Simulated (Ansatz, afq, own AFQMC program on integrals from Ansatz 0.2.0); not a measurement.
# SiH₂O (triplet): quantum Monte Carlo beside coupled cluster at distance Si1–O2 = 2.067 Å, cc-pVDZ

How near does AFQMC come to the top of the ladder for SiH₂O (triplet)?

Computed with Ansatz 0.2.0, Gaussian basis, and an in-house AFQMC program (afq) on its integrals; all values are calculated. Level: cc-pVDZ, frozen cores.

The runs, in order: PBE (unrestricted); r2SCAN (unrestricted); PBE0 (unrestricted); B3LYP (unrestricted); wB97M-V (unrestricted); B2PLYP (unrestricted); CCSD(T) on UHF; CCSDT(Q) on UHF; Phaseless AFQMC, CISD trial on UHF.

1 further run of the same task is left out (it didn't finish).

### 1 The system

The geometry derives from a PBE0/def2-TZVP stationary point (not a proven minimum). One bond is set to the value named and the two fragments are kept rigid.

4 atoms, charge 0, spin multiplicity 3.

Atoms are counted from 1 here; the program's logs count them from 0.

Bond lengths: Si1–H3 1.497 Å, O2–H4 0.960 Å.

As a file:

```
Si    0.0362   -0.1139    0.7486
O    -0.1136    0.1241   -1.2991
H     0.0908    1.1436    1.5595
H     0.7038    0.0611   -1.7983
```

### 2 PBE (unrestricted)

in.yaml reads:

```yaml
crystal:
  periodic: [false, false, false]
  atoms:
    - {symbol: Si, position_ang: [0.036197, -0.113917, 0.748647]}
    - {symbol: O, position_ang: [-0.113600, 0.124074, -1.299135]}
    - {symbol: H, position_ang: [0.090767, 1.143621, 1.559474]}
    - {symbol: H, position_ang: [0.703830, 0.061132, -1.798304]}
basis:
  gaussian: {orbitals: cc-pVDZ}
magnetization: {spin_polarized: true, initial_magnetization: 2}
hamiltonian: {xc: {name: PBE}}
output: {orbitals: {seedname: orbitals}}
```

On the command line:

```sh
ansatz run in.yaml --threads 1 --pin off --events-out ev --progress --plain --max-ram 1382MiB
```

Standard output:

```text
Functional definition: PBE
  name "PBE"
  cite "Perdew, Burke & Ernzerhof, Phys. Rev. Lett. 77, 3865 (1996) doi:10.1103/PhysRevLett.77.3865"
  parent pbe
  parameter kappa = 0.804
  parameter beta = 0.06672455060314922
  exchange = pbe_x(kappa = kappa, mu = beta*pi^2/3)
  correlation = pbe_c(beta = beta)
489 factors; their error is unknown
mean field evaluation 1: about -9941.6722 eV, gradient 3.9e1 eV
mean field evaluation 2: about -9811.5130 eV, gradient 1.3e2 eV
mean field evaluation 4: about -9945.0309 eV, gradient 2.1e1 eV
mean field evaluation 8: about -9947.8543 eV, gradient 1.3e-1 eV
mean field evaluation 16: about -9947.8363 eV, gradient 8.3e-5 eV
mean field -9947.83632805 eV, -365.5762421703 hartree, gradient 7.3e-6 eV, S^2 2.003472; 1 other end points of the search recorded, 0 dependent functions left out
reference -9947.83635634 eV, -365.5762432098 hartree; 13, 11 occupied and 29, 31 virtual orbitals, 489 factors
Total energy: -9947.83635634 eV, -365.5762432098 hartree
```

Run time: 0.93 s. Hardware: 1 thread of Arm Neoverse V2, shared host.

From the report: ⟨S²⟩ of the determinant 2.003 (pure triplet: 2.00).

### 3 r2SCAN (unrestricted)

Changes to in.yaml since step 2:

```diff
@@ -10,3 +10,2 @@
 magnetization: {spin_polarized: true, initial_magnetization: 2}
-hamiltonian: {xc: {name: PBE}}
-output: {orbitals: {seedname: orbitals}}
+hamiltonian: {xc: {name: r2SCAN}}
```

Same command.

Standard output:

```text
Functional definition: r2SCAN
  name "r2SCAN"
  cite "Furness, Kaplan, Ning, Perdew & Sun, J. Phys. Chem. Lett. 11, 8208 (2020) doi:10.1021/acs.jpclett.0c02405"
  cite "Furness, Kaplan, Ning, Perdew & Sun, J. Phys. Chem. Lett. 11, 9248 (2020) doi:10.1021/acs.jpclett.0c03077"
  parent r2scan
  parameter k0 = 0.174
  parameter k1 = 0.065
  parameter a1 = 4.9479
  exchange = r2scan_x(k0 = k0, k1 = k1, a1 = a1)
  correlation = r2scan_c
489 factors; their error is unknown
mean field evaluation 1: about -9946.9709 eV, gradient 3.7e1 eV
mean field evaluation 2: about -9840.4521 eV, gradient 1.2e2 eV
mean field evaluation 4: about -9951.6803 eV, gradient 1.0e1 eV
mean field evaluation 8: about -9952.3571 eV, gradient 1.1e-1 eV
mean field evaluation 16: about -9952.3392 eV, gradient 4.4e-4 eV
mean field -9952.33916668 eV, -365.7417184378 hartree, gradient 4.0e-5 eV, S^2 2.007458; 0 other end points of the search recorded, 0 dependent functions left out
reference -9952.33917595 eV, -365.7417187783 hartree; 13, 11 occupied and 29, 31 virtual orbitals, 489 factors
Total energy: -9952.33917595 eV, -365.7417187783 hartree
```

It took 2.2 s on 1 thread of Arm Neoverse V2, shared host.

From the report: ⟨S²⟩ of the determinant 2.007 (pure triplet: 2.00).

### 4 PBE0 (unrestricted)

Changes to in.yaml since step 3:

```diff
@@ -10,2 +10,3 @@
 magnetization: {spin_polarized: true, initial_magnetization: 2}
-hamiltonian: {xc: {name: r2SCAN}}
+hamiltonian: {xc: {name: PBE0}}
+output: {orbitals: {seedname: orbitals}}
```

Launched as before.

Standard output:

```text
Functional definition: PBE0
  name "PBE0"
  cite "Adamo & Barone, J. Chem. Phys. 110, 6158 (1999) doi:10.1063/1.478522"
  cite "Perdew, Burke & Ernzerhof, Phys. Rev. Lett. 77, 3865 (1996) doi:10.1103/PhysRevLett.77.3865"
  parent pbe
  parameter a = 0.25
  parameter kappa = 0.804
  parameter beta = 0.06672455060314922
  exchange = (1 - a)*pbe_x(kappa = kappa, mu = beta*pi^2/3) + a*exact_x
  correlation = pbe_c(beta = beta)
401 factors; integrals over basis functions are off by at most 1.2e-3 eV
mean field evaluation 1: about -9943.6487 eV, gradient 3.4e1 eV
mean field evaluation 2: about -9887.5051 eV, gradient 1.1e2 eV
mean field evaluation 4: about -9948.2597 eV, gradient 3.5e0 eV
mean field evaluation 8: about -9948.4177 eV, gradient 1.8e-1 eV
mean field evaluation 16: about -9948.4183 eV, gradient 1.2e-3 eV
mean field -9948.41834717 eV, -365.5976309783 hartree, gradient 2.1e-5 eV, S^2 2.007030; 0 other end points of the search recorded, 0 dependent functions left out
reference -9948.41836841 eV, -365.5976317589 hartree; 13, 11 occupied and 29, 31 virtual orbitals, 401 factors
Total energy: -9948.41836841 eV, -365.5976317589 hartree
```

It took 1.1 s on 1 thread of Arm Neoverse V2, shared host.

From the report: ⟨S²⟩ of the determinant 2.007 (pure triplet: 2.00).

### 5 B3LYP (unrestricted)

Changes to in.yaml since step 4:

```diff
@@ -10,3 +10,2 @@
 magnetization: {spin_polarized: true, initial_magnetization: 2}
-hamiltonian: {xc: {name: PBE0}}
-output: {orbitals: {seedname: orbitals}}
+hamiltonian: {xc: {name: B3LYP}}
```

The command is unchanged.

Standard output (excerpt; [...] marks lines left out):

```text
Functional definition: B3LYP
  name "B3LYP"
  cite "Stephens, Devlin, Chabalowski & Frisch, J. Phys. Chem. 98, 11623 (1994) doi:10.1021/j100096a001"
  cite "Becke, Phys. Rev. A 38, 3098 (1988) doi:10.1103/PhysRevA.38.3098"
  cite "Lee, Yang & Parr, Phys. Rev. B 37, 785 (1988) doi:10.1103/PhysRevB.37.785"
  cite "Vosko, Wilk & Nusair, Can. J. Phys. 58, 1200 (1980) doi:10.1139/p80-159"
[...]
401 factors; integrals over basis functions are off by at most 1.2e-3 eV
[...]
mean field -9954.49225410 eV, -365.8208429409 hartree, gradient 4.3e-5 eV, S^2 2.006370; 0 other end points of the search recorded, 0 dependent functions left out
reference -9954.49243768 eV, -365.8208496874 hartree; 13, 11 occupied and 29, 31 virtual orbitals, 401 factors
Total energy: -9954.49243768 eV, -365.8208496874 hartree
```

Wall time 1.1 s (1 thread of Arm Neoverse V2, shared host).

From the report: ⟨S²⟩ of the determinant 2.006 (pure triplet: 2.00).

### 6 wB97M-V (unrestricted)

Changes to in.yaml since step 5:

```diff
@@ -10,2 +10,3 @@
 magnetization: {spin_polarized: true, initial_magnetization: 2}
-hamiltonian: {xc: {name: B3LYP}}
+hamiltonian: {xc: {name: wB97M-V}}
+output: {orbitals: {seedname: orbitals}}
```

The command is unchanged.

Standard output (excerpt; [...] marks lines left out):

```text
Functional definition: wB97M-V
  name "wB97M-V"
  cite "Mardirossian & Head-Gordon, J. Chem. Phys. 144, 214110 (2016) doi:10.1063/1.4952647"
  cite "Becke, J. Chem. Phys. 107, 8554 (1997) doi:10.1063/1.475007"
  cite "Vydrov & Van Voorhis, J. Chem. Phys. 133, 244103 (2010) doi:10.1063/1.3521275"
  # Of w^i u^j: cxij and so on, Table III.
[...]
  gx(w, u) = 1 - cx + cx01*u + cx10*w
  gss(w, u) = css00 + css04*u^4 + css10*w + css20*w^2 + css43*w^4*u^3
  gos(w, u) = cos00 + cos10*w + (cos20 + cos21*u)*w^2 + (cos60 + cos61*u)*w^6
[...]
      + integral(e_c_pw_mod_opposite_spin*gos(b97_w_opposite, b97_u_opposite)) + vv10(b, c)
401 factors; integrals over basis functions are off by at most 1.2e-3 eV
128 factors; integrals over basis functions are off by at most 9.4e-6 eV
[...]
mean field -9952.42882468 eV, -365.7450133084 hartree, gradient 6.2e-5 eV, S^2 2.005589; 0 other end points of the search recorded, 0 dependent functions left out
reference -9952.42885516 eV, -365.7450144284 hartree; 13, 11 occupied and 29, 31 virtual orbitals, 401 factors
Total energy: -9952.42885516 eV, -365.7450144284 hartree
```

Wall time 5.5 s (1 thread of Arm Neoverse V2, shared host).

From the report: ⟨S²⟩ of the determinant 2.006 (pure triplet: 2.00).

### 7 B2PLYP (unrestricted)

Changes to in.yaml since step 6:

```diff
@@ -10,3 +10,3 @@
 magnetization: {spin_polarized: true, initial_magnetization: 2}
-hamiltonian: {xc: {name: wB97M-V}}
-output: {orbitals: {seedname: orbitals}}
+hamiltonian: {xc: {name: B2PLYP}}
+correlation: {electrons: outside_noble_gas}
```

Launched as before.

Standard output (excerpt; [...] marks lines left out):

```text
Functional definition: B2PLYP
  name "B2PLYP"
  cite "Grimme, J. Chem. Phys. 124, 034108 (2006) doi:10.1063/1.2148954"
  cite "Becke, Phys. Rev. A 38, 3098 (1988) doi:10.1103/PhysRevA.38.3098"
  cite "Lee, Yang & Parr, Phys. Rev. B 37, 785 (1988) doi:10.1103/PhysRevB.37.785"
[...]
401 factors; integrals over basis functions are off by at most 1.2e-3 eV
[...]
mean field -9946.26770595 eV, -365.5185963713 hartree, gradient 1.9e-6 eV, S^2 2.014981; 1 other end points of the search recorded, 0 dependent functions left out
6 core orbitals not correlated: weight in the atoms' cores, before any rotation towards them, 1.000 or more for the frozen orbitals, at most 0.000 for the correlated occupied ones
reference -9946.26782210 eV, -365.5186006398 hartree; 7, 5 occupied and 29, 31 virtual orbitals, 401 factors
second order -8.99650814 eV of doubles, -0.00000000 eV of singles
Total energy: -9948.69687930 eV, -365.6078668453 hartree
```

It took 1.6 s on 1 thread of Arm Neoverse V2, shared host.

From the report: ⟨S²⟩ of the determinant 2.015 (pure triplet: 2.00).

### 8 CCSD(T) on UHF

Changes to in.yaml since step 7:

```diff
@@ -10,3 +10,2 @@
 magnetization: {spin_polarized: true, initial_magnetization: 2}
-hamiltonian: {xc: {name: B2PLYP}}
-correlation: {electrons: outside_noble_gas}
+correlation: {method: ccsd_t, electrons: outside_noble_gas, hamiltonian_folder: ham}
```

Same command.

Standard output (excerpt; [...] marks lines left out):

```text
Functional definition: HF
  name "HF"
  cite "Fock, Z. Phys. 61, 126 (1930) doi:10.1007/BF01340294"
  parent pbe
[...]
401 factors; integrals over basis functions are off by at most 1.2e-3 eV
[...]
mean field -9928.37556057 eV, -364.8610721563 hartree, gradient 2.9e-6 eV, S^2 2.023381; 4 other end points of the search recorded, 0 dependent functions left out
6 core orbitals not correlated: weight in the atoms' cores, before any rotation towards them, 1.000 or more for the frozen orbitals, at most 0.000 for the correlated occupied ones
reference -9928.37556057 eV, -364.8610721563 hartree; 7, 5 occupied and 29, 31 virtual orbitals, 401 factors
second order -7.09796767 eV of doubles, -0.00000000 eV of singles
cycle   1  -7.30178328 eV  change   -2.0e-1 eV  update   9.1e-2
[...]
cycle  15  -7.69065929 eV  change    6.6e-6 eV  update   8.6e-6
perturbative correction -0.22025370 eV, -0.0080941742 hartree
Total energy: -9936.28647356 eV, -365.1517928463 hartree
```

It took 2.2 s on 1 thread of Arm Neoverse V2, shared host.

From the report: ⟨S²⟩ of the determinant 2.023 (pure triplet: 2.00); correlation -7.9109 eV; T1 0.029; largest double amplitude 0.04.

This run also writes the integrals to the folder ham.

### 9 CCSDT(Q) on UHF

Changes to in.yaml since step 8:

```diff
@@ -10,2 +10,2 @@
 magnetization: {spin_polarized: true, initial_magnetization: 2}
-correlation: {method: ccsd_t, electrons: outside_noble_gas, hamiltonian_folder: ham}
+correlation: {method: ccsdt_q, electrons: outside_noble_gas}
```

Launched as before.

Standard output (excerpt; [...] marks lines left out):

```text
Functional definition: HF
  name "HF"
  cite "Fock, Z. Phys. 61, 126 (1930) doi:10.1007/BF01340294"
  parent pbe
[...]
753 factors; integrals over basis functions are off by at most 1.6e-7 eV
[...]
mean field -9928.37562115 eV, -364.8610743824 hartree, gradient 2.7e-6 eV, S^2 2.023381; 4 other end points of the search recorded, 0 dependent functions left out
6 core orbitals not correlated: weight in the atoms' cores, before any rotation towards them, 1.000 or more for the frozen orbitals, at most 0.000 for the correlated occupied ones
reference -9928.37562115 eV, -364.8610743824 hartree; 7, 5 occupied and 29, 31 virtual orbitals, 753 factors
second order -7.09799701 eV of doubles, -0.00000000 eV of singles
cycle   1  -7.30178448 eV  change   -2.0e-1 eV  update   1.0e-1
[...]
cycle  23  -7.94483872 eV  change   -3.1e-7 eV  update   9.9e-7
perturbative correction -0.03233139 eV, -0.0011881566 hartree
Total energy: -9936.35279126 eV, -365.1542299768 hartree
```

Wall time 40 s (1 thread of Arm Neoverse V2, shared host); peak memory 0.35 GiB.

From the report: ⟨S²⟩ of the determinant 2.023 (pure triplet: 2.00); correlation -7.9772 eV; T1 0.032; largest double amplitude 0.05.

### 10 Phaseless AFQMC, CISD trial on UHF

It reads the integrals that the CCSD(T) run on this determinant wrote.

On the command line:

```sh
afq ham --method phaseless --trial cisd --walkers 60 --populations 1 --least-time 40 --time-step 0.005 --steps-per-block 50 --equilibration-blocks 28 --max-blocks 300 --target-error 0.00042 --factor-cut 1e-05 --start spin_pure --seed 9741 --release-times 0.24,0.51,0.99,1.62,2.4 --release-step 0.03 --release-every 4 --taylor-order 6
```

Standard output:

```text
orbitals 36  electrons 7 5  factors 264 of 401
reference energy -364.86107216 Eh
CCSD correlation -0.28262633 Eh in 16 cycles, weight of the determinant in the CISD state 0.8765
energy of the start -365.142361 Eh
 block  time / (1/Eh)  mean weight  energy / Eh
     1     0.250  0.9999  -365.140721
     2     0.500  0.9986  -365.143222
     3     0.750  1.0011  -365.143741
     4     1.000  1.0021  -365.143033
     5     1.250  1.0016  -365.142907
     6     1.500  0.9968  -365.147128
     7     1.750  0.9970  -365.148511
     8     2.000  1.0028  -365.151687
     9     2.250  0.9983  -365.155588
    10     2.500  0.9991  -365.155066
    17     4.250  0.9998  -365.177534
    25     6.250  1.0009  -365.152338
    33     8.250  1.0011  -365.167530
    41    10.250  0.9971  -365.146352
    49    12.250  0.9991  -365.146845
    57    14.250  1.0010  -365.159369
    65    16.250  0.9999  -365.146260
    73    18.250  1.0003  -365.153137
    81    20.250  0.9989  -365.145738
    89    22.250  0.9991  -365.151059
    97    24.250  1.0015  -365.162129
   105    26.250  0.9999  -365.154104
   113    28.250  1.0018  -365.157484
   121    30.250  1.0028  -365.148569
   129    32.250  1.0002  -365.157184
   137    34.250  0.9975  -365.161385
   145    36.250  0.9983  -365.162829
   153    38.250  0.9986  -365.154636
   161    40.250  0.9976  -365.143733
   169    42.250  0.9980  -365.149455
   177    44.250  0.9971  -365.144426
   185    46.250  0.9994  -365.158309
   193    48.250  1.0036  -365.159937
   201    50.250  1.0019  -365.163912
   209    52.250  1.0031  -365.153414
   217    54.250  0.9981  -365.157766
   225    56.250  1.0006  -365.155169
   233    58.250  1.0008  -365.144479
   241    60.250  0.9972  -365.184353
   249    62.250  0.9971  -365.171627
   257    64.250  1.0001  -365.143456
   265    66.250  1.0000  -365.147226
   273    68.250  0.9980  -365.143048
   281    70.250  0.9994  -365.152968
   289    72.250  1.0012  -365.167843
   297    74.250  1.0020  -365.151185
   305    76.250  1.0025  -365.145392
   313    78.250  1.0013  -365.151916
   321    80.250  0.9982  -365.161666
blocks merged  error / Eh  count
     1  0.000493  300
     2  0.000592  150
     4  0.000697  75
     8  0.000891  37
    16  0.000722  18
    32  0.000779  9
released: time / (1/Eh)  energy / Eh  error  mean overlap
  0.24  -365.152792  0.000774  1.0082
  0.51  -365.153303  0.000689  1.0072
  0.99  -365.154162  0.000713  1.0069
  1.62  -365.154316  0.000848  1.0079
  2.40  -365.155111  0.000985  1.0050
energy -365.153571 +/- 0.000891 Eh
```

Wall time 7.7 min (1 thread of Arm Neoverse V2, shared host).

Energy -9936.3348 ± 0.0243 eV. Caveats: constraint bias not in the error; error above the target.

### 11 AFQMC on the ladder

On the UHF determinant, counted from CCSDT(Q) (a yardstick, not exact):

| level | energy (eV) | from CCSDT(Q) (kcal/mol) | statistical error (kcal/mol) | time |
| --- | --- | --- | --- | --- |
| HF | -9928.3756 | +183.96 |  |  |
| MP2 | -9935.4735 | +20.28 |  |  |
| CCSD | -9936.0662 | +6.61 |  |  |
| CCSD(T) | -9936.2865 | +1.53 |  |  |
| CCSDT(Q) | -9936.3528 | 0.00 |  |  |
| Phaseless AFQMC, CISD trial, step 0.005, 60 walkers | -9936.3348 | +0.41 | 0.56 | 7.7 min |

The functionals' totals stand on their own zeros and serve differences with other points: PBE -9947.836 eV; r2SCAN -9952.339 eV; PBE0 -9948.418 eV; B3LYP -9954.492 eV; wB97M-V -9952.429 eV; B2PLYP -9948.697 eV.

### 12 Outcome

| quantity | value |
| --- | --- |
| CCSD(T) on UHF from CCSDT(Q) | +1.53 kcal/mol |
| Phaseless AFQMC, CISD trial on UHF from CCSDT(Q) | +0.41 ± 0.56 kcal/mol |

**Reading.** On UHF the phaseless walk with the CISD trial lies +0.41 kcal/mol from CCSDT(Q), within three error bars. Error bars are statistical and leave out the constraint, the time step and what remains of the start.
